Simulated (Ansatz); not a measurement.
Trisilane. The species carries charge 0 and has multiplicity 1.

Cartesian coordinates in Å:
```
Si -1.873 0.176 0.518
Si 0.096 -0.974 0.002
Si 1.803 0.537 -0.520
H -2.975 -0.765 0.855
H -2.292 1.005 -0.644
H -1.641 1.075 1.681
H -0.142 -1.879 -1.157
H 0.507 -1.810 1.166
H 2.051 1.437 0.639
H 1.399 1.369 -1.686
H 3.068 -0.171 -0.854
```

(1) What are the harmonic wavenumbers in cm⁻¹ at PBE0-D4/def2-TZVP (Ansatz, finite differences of forces, unscaled)? (Estimate.)

(2) Is this a minimum?

(3) Give the ideal-gas thermochemistry at 298.15 K and 1 bar (rigid rotor, harmonic oscillator; point group C2v, symmetry number 2).

(4) And at 400, 500, 600, 800 and 1000 K?

(5) Rotational constants (cm⁻¹)?

Results:

(1) Ansatz gave: 86, 93, 102, 309, 390, 410, 426, 463, 562, 589, 702, 706, 867, 880, 918, 936, 937, 941, 944, 2200, 2209, 2213, 2217, 2224, 2225, 2227, 2229.

(2) Yes, all 27 modes are real.

(3) Zero-point energy 173.5 kJ/mol; H(298) − E = 195.8 kJ/mol; entropy 347.4 J/(mol·K), of which translation 165.3, rotation 106.0, vibration 76.1; G(298) − E = 92.2 kJ/mol. Modes under 100 cm⁻¹ are hindered rotations or soft bends, so the harmonic entropy is rough.

(4) 
```json
{"T (K)": "400", "H − E (kJ/mol)": "209.1", "S (J/mol/K)": "385.6", "G − E (kJ/mol)": "54.9"}
{"T (K)": "500", "H − E (kJ/mol)": "224.2", "S (J/mol/K)": "419.1", "G − E (kJ/mol)": "14.6"}
{"T (K)": "600", "H − E (kJ/mol)": "240.8", "S (J/mol/K)": "449.3", "G − E (kJ/mol)": "-28.8"}
{"T (K)": "800", "H − E (kJ/mol)": "277.6", "S (J/mol/K)": "502.2", "G − E (kJ/mol)": "-124.1"}
{"T (K)": "1000", "H − E (kJ/mol)": "318.2", "S (J/mol/K)": "547.4", "G − E (kJ/mol)": "-229.2"}
```

(5) 0.302, 0.06727, 0.05838.
